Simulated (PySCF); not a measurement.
Numbering as in the mapped SMILES `[F:1][c:2]1[cH:3][c+:4]1[F:5]` (H(Xn): hydrogen on atom n).

Geometry: PBE0-D3(BJ)/def2-SVP; GIAO shifts from PySCF 2.14.0 with density-fitted response routines, gas phase, non-relativistic, averaged over equivalent atoms.

At PBE0/pcSseg-1 (90 basis functions, 3.6 s wall time on 1 thread of an x86-64 server CPU, shared host):
| atoms | δ (ppm) |
| --- | --- |
| F1/F5 | -47.4 |
| C2/C4 | 161.0 |
| C3 | 149.7 |
| H(C3) | 8.30 |

Scale: ¹⁹F (σref 177.25) against CFCl3; ¹³C (σref 184.41), ¹H (σref 31.27) against TMS (reference shieldings calculated alike).

Question: Predict the values at PBE0/pcSseg-2 on the same geometry.

Answer: 
```json
{"atoms": "F1/F5", "δ at PBE0/pcSseg-2": "-55.3", "change": "-7.9"}
{"atoms": "C2/C4", "δ at PBE0/pcSseg-2": "163.5", "change": "+2.5"}
{"atoms": "C3", "δ at PBE0/pcSseg-2": "152.3", "change": "+2.6"}
{"atoms": "H(C3)", "δ at PBE0/pcSseg-2": "8.24", "change": "-0.06"}
```

δ = σ(ref) − σ, references computed at the same level: CFCl3 for ¹⁹F (175.81 ppm); TMS for ¹³C (184.13 ppm) and ¹H (31.25 ppm).

The largest change is at F1/F5 (fluorine on an unsaturated ring). Cost: 194 basis functions, 10 s wall time on 1 thread of an x86-64 server CPU, shared host.

Unscaled 19F shifts against computed CFCl3 carry errors that often reach 10 to 50 ppm.
